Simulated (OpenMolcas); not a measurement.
# H2O (SMILES O) at 6 levels

Wanted: a comparison of 6 runs (M06-2X/3-21G, SVWN5/3-21G, UB3LYP/3-21G, r2SCAN/3-21G, ACPF/3-21G, CCSD(T)/3-21G) of H2O. 

The results are computed with OpenMolcas 26.06.

**1. The molecule**

The species is H2O (3 atoms), meant as a singlet with charge 0. As SMILES, `O`. The O1–H2 distance was set to 2.399 Å, away from the relaxed value. At this shape a bond of the SMILES string is far longer than usual.

Bond lengths: O1–H3 0.960 Å.

**2. A single-point energy at M06-2X/3-21G (run 1)**

Contents of run.inp:

```
* H2O Kohn-Sham DFT

&GATEWAY
  BASLIB=$CurrDir
  COORD
  3
  angstrom
  O       -1.456499      -0.322099      -0.824449
  H        0.466500       0.548400       0.315300
  H       -1.317599      -1.270899      -0.858549
  BASIS=3-21G
  GROUP=NoSym

&SEWARD
  GRIDINPUT
  Grid=UltraFine
  End of Grid

&SCF
  KSDFT=M062X
  THRESHOLDS=1e-10 1e-07 1e-07 1e-05
  PRORBITALS=1 1
```

The basis set 3-21G is read from a file made from the Basis Set Exchange's data (not shown).

Launch:

```bash
export MOLCAS_MEM=1860
pymolcas run.inp > run.log
```

What it wrote:

```text
--- Start Module: gateway ---
[...]
--- Stop Module: gateway /rc=_RC_ALL_IS_WELL_ ---
--- Start Module: seward ---
[...]
      Basis functions           13
--- Stop Module: seward /rc=_RC_ALL_IS_WELL_ ---
--- Start Module: scf ---
[...]
       Convergence after  13 Iterations
[...]
::    Total KS-DFT energy                             -75.6953552842
[...]
      Total spin, S                                     0.0000000000
[...]
      Total electronic charge=   10.000000
      Total            charge=   -0.000000
[...]
      Dipole Moment (debye):
      Origin of the operator (angstrom)=   -1.3411   -0.3265   -0.7626
                   X=  1.2885E+00               Y= -1.3869E+00               Z=  5.3694E-01           Total=  1.9677E+00
      Quadrupole Moment (debye*angstrom):
[...]
--- Stop Module: scf /rc=_RC_ALL_IS_WELL_ ---
[...]
```

It took 4.2 s on 1 thread of Arm Neoverse V1, shared host; peak memory 0.37 GiB.

**3. A single-point energy at SVWN5/3-21G (run 2)**

Contents of run.inp:

```
&GATEWAY
BasLib = $CurrDir
Coord
3
angstrom
O       -1.456499      -0.322099      -0.824449
H        0.466500       0.548400       0.315300
H       -1.317599      -1.270899      -0.858549
Basis = 3-21G
Group = NoSym
&SEWARD
GridInput
Grid=UltraFine
End of Grid
&SCF
KSDFT = SVWN5
Thresholds = 1e-10 1e-07 1e-07 1e-05
PrOrbitals = 1 1
```

The basis set 3-21G is read from a file made from the Basis Set Exchange's data (not shown).

Launch:

```bash
export MOLCAS_MEM=1860
pymolcas run.inp > run.log
```

What it wrote:

```text
--- Start Module: gateway ---
[...]
--- Stop Module: gateway /rc=_RC_ALL_IS_WELL_ ---
--- Start Module: seward ---
[...]
      Basis functions           13
--- Stop Module: seward /rc=_RC_ALL_IS_WELL_ ---
--- Start Module: scf ---
[...]
       Convergence after  29 Iterations
[...]
::    Total KS-DFT energy                             -74.7448766044
[...]
      Total spin, S                                     0.0000000000
[...]
      Total electronic charge=   10.000000
      Total            charge=   -0.000000
[...]
      Dipole Moment (debye):
      Origin of the operator (angstrom)=   -1.3411   -0.3265   -0.7626
                   X=  9.6155E+00               Y=  1.6487E+00               Z=  5.3879E+00           Total=  1.1145E+01
      Quadrupole Moment (debye*angstrom):
[...]
--- Stop Module: scf /rc=_RC_ALL_IS_WELL_ ---
[...]
```

Wall time 5.1 s (1 thread of Arm Neoverse V1, shared host); peak memory 0.37 GiB.

Runs 3 to 5 aren't shown in full; the table further down has their settings and results.

**4. The energy at CCSD(T)/3-21G (run 6)**

Contents of run.inp:

```
&GATEWAY
BasLib=$CurrDir
Coord
3
angstrom
O       -1.456499      -0.322099      -0.824449
H        0.466500       0.548400       0.315300
H       -1.317599      -1.270899      -0.858549
Basis=3-21G
Group=NoSym
&SEWARD
&SCF
Thresholds=1e-10 1e-07 1e-07 1e-05
PrOrbitals=1 1
&RASSCF
FileOrb=$Project.ScfOrb
Spin=1
Nactel=0 0 0
Inactive=5
Ras2=0
OutOrbitals=Canonical
OrbListing=Nothing
&MOTRA
JobIph
Frozen=1
&CCSDT
CCT
Triples=2
Iterations=80
Accuracy=1e-08
Extrapolation=5 4
```

The basis set 3-21G is read from a file made from the Basis Set Exchange's data (not shown).

Launch:

```bash
export MOLCAS_MEM=1860
pymolcas run.inp > run.log
```

What it wrote:

```text
--- Start Module: gateway ---
[...]
--- Stop Module: gateway /rc=_RC_ALL_IS_WELL_ ---
[...]
      Basis functions           13
[...]
       Convergence after  13 Iterations
[...]
::    Total SCF energy                                -75.2994504364
[...]
      Total spin, S                                     0.0000000000
[...]
      Number of active orbitals                  0
[...]
      Spin quantum number                      0.0
[...]
      Active orbitals                            0
[...]
      Number of CSFs                             1
[...]
      Number of root(s) required                 1
[...]
      Convergence after  4 iterations
[...]
      Natural orbitals and occupation numbers for root  1
      ************************************************************************************************************************
      *                                                    Final results                                                     *
      ************************************************************************************************************************
[...]
::    RASSCF root number  1 Total energy:    -75.29945044
[...]
      Total electronic charge=   10.000000
      Total            charge=   -0.000000
[...]
      Dipole Moment (debye):
      Origin of the operator (angstrom)=   -1.3411   -0.3265   -0.7626
                   X=  1.0661E+00               Y= -1.6490E+00               Z=  3.8656E-01           Total=  2.0013E+00
      Quadrupole Moment (debye*angstrom):
[...]
--- Start Module: motra ---
[...]
      *** WARNING: Default frozen orbitals is overwritten by user input.
      *** Default values:   1
[...]
--- Stop Module: motra /rc=_RC_ALL_IS_WELL_ ---
--- Start Module: ccsdt ---
[...]
      Convergence after                    21  Iterations
      Total energy (diff) :     -75.55747599      -0.00000001
[...]
 METHOD                       : CCSD+T(CCSD)+<T3(1)WT1> = CCSD(T)
[...]
       CCSD     =       -75.5574759932309
[...]
--- Stop Module: ccsdt /rc=_RC_ALL_IS_WELL_ ---
[...]
```

It took 2.4 s on 1 thread of Arm Neoverse V1, shared host; peak memory 0.37 GiB.

**5. Overview of the runs**

| run | level | scramble | integration grid | energy (Eh) | dipole moment (D) of the reference | HOMO energy (eV) | LUMO energy (eV) | wall time |
| --- | --- | --- | --- | --- | --- | --- | --- | --- |
| 1 | M06-2X/3-21G | – | UltraFine | -75.695355 | 1.97 | -8.78 | -3.74 | 4.2 s |
| 2 | SVWN5/3-21G | – | UltraFine | -74.744877 | 11.14 | -15.02 | -3.15 | 5.1 s |
| 3 | UB3LYP/3-21G | 0.25 | UltraFine | -75.805664 | 1.75 | -7.14 | -3.04 | 7.5 s |
| 4 | r2SCAN/3-21G | – | UltraFine | -75.721011 | 1.85 | -5.95 | -5.61 | 5.7 s |
| 5 | ACPF/3-21G | – | – | -75.637611 | 2.00 | -9.65 | -1.39 | 1.9 s |
| 6 | CCSD(T)/3-21G | – | – | -75.570391 | 2.00 | -9.65 | -1.39 | 2.4 s |

**6. Outcome**

| quantity | value |
| --- | --- |
| run 6: total energy | -75.57039 Eh |
| run 6: dipole moment (mean-field density) | 2.00 D |
| run 6: HOMO energy (Hartree–Fock orbitals) | -9.65 eV |
| run 6: LUMO energy (Hartree–Fock orbitals) | -1.39 eV |
| run 6: HOMO–LUMO gap (Hartree–Fock orbitals) | 8.25 eV |
| run 6: correlation energy (1 core orbital frozen) | -270.9 mEh |
| run 6: (T) correction | -12.91 mEh |

Over runs 1, 2, 3, 4 the dipole moment (its size) runs from 1.75 D (UB3LYP/3-21G) to 11.14 D (SVWN5/3-21G). So wide a spread suggests that the runs ended on unlike SCF solutions, not only an effect of the method. Over runs 1, 2, 3, 4 the HOMO–LUMO gap runs from 0.35 eV (r2SCAN/3-21G) to 11.87 eV (SVWN5/3-21G). Totals of different functionals can't be ranked against each other. In runs 1, 2, 4, 5, 6 a closed-shell determinant meets a far-stretched bond, which it describes badly. Spin contamination of the reference: run 3 ⟨S²⟩ = 0.90. Where it is this large, the reference is a mixture of spin states, and values that rest on it are in doubt. All runs together took 27 s, the longest 7.5 s.
